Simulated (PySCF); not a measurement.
Species: P2F4.
Cartesian coordinates in Å at the PBE0-D3(BJ)/def2-SVP level; atoms count from 1:
```
atom  x, y, z in Å
F1     1.7079   -0.7844   -0.7845
P2     1.0369    0.4622   -0.0065
F3     1.3621    0.0168    1.5122
P4    -1.0381   -0.4608    0.0015
F5    -1.7125    0.7869    0.7748
F6    -1.3587   -0.0186   -1.5192
```

Computed with PySCF at CAM-B3LYP/def2-SVPD, non-relativistic, on one gas-phase PBE0-D3(BJ)/def2-SVP geometry that isn't relaxed in the solvent. The solvent is an IEF-PCM continuum (van der Waals radii × 1.2), and excitations are vertical TDDFT with non-equilibrium linear response and a frozen core. Specific hydrogen bonds and non-electrostatic terms are outside this model.

```
run  E − E(gas) (kcal/mol)  HOMO (eV)  HOMO–LUMO gap (eV)  dipole (D)  lowest singlet (eV)  static polarisability (au)
gas                   0.00      -8.91                8.02        0.01                 4.38                        53.4
  P                  -2.37      -8.65                8.05        0.01                 4.38                        65.9
  Q                  -2.74      -8.62                8.05        0.01                 4.38                        68.1
```

Task: The runs were made in chloroform and tetrahydrofuran. Which run belongs to which solvent?

Result: P = chloroform, Q = tetrahydrofuran. The dielectric constants are 4.711 (chloroform), 7.426 (tetrahydrofuran), and the energy falls further as ε rises. The optical constants n² used for the excitations are 2.09, 1.97 in the same order. In this model the ground state sees the solvent through ε alone.

Task: How constant is the ratio of the lowering to (ε − 1)/(2ε + 1)?

Result: 
```json
{"solvent": "chloroform", "(ε − 1)/(2ε + 1)": "0.356", "E − E(gas) (kcal/mol)": "-2.37", "ratio (kcal/mol)": "-6.7", "polarisation term (kcal/mol)": "-2.50"}
{"solvent": "tetrahydrofuran", "(ε − 1)/(2ε + 1)": "0.405", "E − E(gas) (kcal/mol)": "-2.74", "ratio (kcal/mol)": "-6.8", "polarisation term (kcal/mol)": "-2.91"}
```

The ratio changes by +1.5 % in size from chloroform to tetrahydrofuran. The polarisation term is half the interaction of the solute with the induced surface charges.
